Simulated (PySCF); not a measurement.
Match the calculated data to a structure.

All candidates are C4H4O2.

| technique | computed result |
| --- | --- |
| Rotational structure | rotational constants A, B, C: 8.409, 3.931, 2.724 GHz [GFN2-xTB] |
| XPS | C1s 290.9, C1s 291.8, C1s 292.6, C1s 294.8, O1s 537.9, O1s 539.9 eV [ΔSCF SCAN, pcX-2 on the ionised atom, pcseg-1 elsewhere, spin-free X2C] |
| UV, strongest line | among the 8 lowest singlet transitions: S2 at 5.97 eV (208 nm, f = 0.099) [TDDFT CAM-B3LYP/def2-SVPD] |
| Couplings | largest of the computed one-bond spin–spin couplings (means over like bonds): 13C–1H +208.9, 13C–1H +186.0, 13C–1H +142.9 (×2), 13C–13C +78.0, 13C–13C +54.4, 13C–13C +41.3, 17O–13C +31.8, 17O–13C +26.8 Hz [B3LYP/pcJ-1, spin–dipole term left out] |
| UV, first state | lowest singlet excitation: 5.60 eV (221 nm, f = 0.000) [TDDFT CAM-B3LYP/def2-SVPD] |
| 13C NMR | chemical shifts (computed TMS as zero) by class: 179.8 (1 C), 152.3 (1 C), 112.3 (1 C), 35.7 (1 C) ppm [GIAO PBE0/pcSseg-1] |

The electronic properties come from PySCF, for the isolated species, density fitting. Levels stand in brackets. Isolated species at its GFN2-xTB geometry, gas phase. Each NMR value is the plain mean over a class of atoms that symmetry, rotation or inversion makes alike.

Problem. Which candidate is it?
A. `O=C1CC=CO1`
B. `O=C1C=CCO1`
C. `C=C=CC(=O)O`
D. `C=C(C=O)C=O`
E. `C1=COC=CO1`

Solution. A. It is `O=C1CC=CO1`. Numbering: `[O:1]=[C:2]1[CH2:3][CH:4]=[CH:5][O:6]1`. Its formula, C4H4O2, gives 3 degrees of unsaturation: 1 ring and 2 π bonds in the structure found. 4 carbons fall into 4 classes; from least to most shielded: ester carbonyl carbon [C2] (179.8 ppm), vinylic carbon bearing oxygen [C5] (152.3 ppm), alkene CH carbon [C4] (112.3 ppm), sp3 carbon next to a carbonyl [C3] (35.7 ppm). The couplings run between: +208.9 Hz, vinylic carbon bearing oxygen [C5] and its hydrogen; +186.0 Hz, alkene CH carbon [C4] and its hydrogen; +142.9 Hz, sp3 carbon next to a carbonyl [C3] and its hydrogen (with 1 like pair); +78.0 Hz, alkene CH carbon [C4] and vinylic carbon bearing oxygen [C5]; +54.4 Hz, ester carbonyl carbon [C2] and sp3 carbon next to a carbonyl [C3]; +41.3 Hz, sp3 carbon next to a carbonyl [C3] and alkene CH carbon [C4]; +31.8 Hz, ester single-bonded oxygen [O6] and ester carbonyl carbon [C2]; +26.8 Hz, ester carbonyl oxygen [O1] and ester carbonyl carbon [C2]. The core levels belong to: C1s 290.9 eV, alkene CH carbon [C4]; C1s 291.8 eV, sp3 carbon next to a carbonyl [C3]; C1s 292.6 eV, vinylic carbon bearing oxygen [C5]; C1s 294.8 eV, ester carbonyl carbon [C2]; O1s 537.9 eV, ester carbonyl oxygen [O1]; O1s 539.9 eV, ester single-bonded oxygen [O6]. The hole state at 294.8 eV has ⟨S²⟩ = 0.82 against 0.75, so that value is less sure. The optimised geometry has point group Cs and is an asymmetric top.

The others, at the same levels:
- `O=C1C=CCO1` fails: its computed 13C shifts are 176.1 (1 C), 159.4 (1 C), 132.0 (1 C), 74.5 (1 C) ppm, core binding energies are C1s 291.3, C1s 291.6, C1s 293.2, C1s 294.5, O1s 537.4, O1s 539.6 eV and lowest singlet excitation is 5.15 eV (241 nm, f = 0.000) (against 5.60 eV).
- `C1=COC=CO1` fails: it has 1 carbon class against 4; its computed 13C shifts are 134.5 (4 C) ppm, rotational constant A is 6.312 GHz (against 8.409 GHz) and smallest rotational constant is 2.912 GHz (against 2.724 GHz).
- `C=C(C=O)C=O` fails: it has 3 carbon classes against 4; its computed 13C shifts are 195.5 (2 C), 152.8 (1 C), 146.0 (1 C) ppm, rotational constant A is 6.518 GHz (against 8.409 GHz) and smallest rotational constant is 1.981 GHz (against 2.724 GHz).
- `C=C=CC(=O)O` fails: its computed 13C shifts are 231.3 (1 C), 170.1 (1 C), 89.8 (1 C), 83.2 (1 C) ppm, rotational constant A is 10.614 GHz (against 8.409 GHz) and smallest rotational constant is 1.809 GHz (against 2.724 GHz).

Each candidate is one conformer, not necessarily the lowest. Dipoles, sizes and rotational constants follow the conformer. The torsions of the flexible species, by atom-mapped SMILES:
- `[CH2:1]=[C:2]([CH:3]=[O:4])[CH:5]=[O:6]`: C1–C2–C3–O4 0°, C1–C2–C5–O6 180°
- `[CH2:1]=[C:2]=[CH:3][C:4](=[O:5])[OH:6]`: C2–C3–C4–O5 0°, H–O6–C4–C3 180°
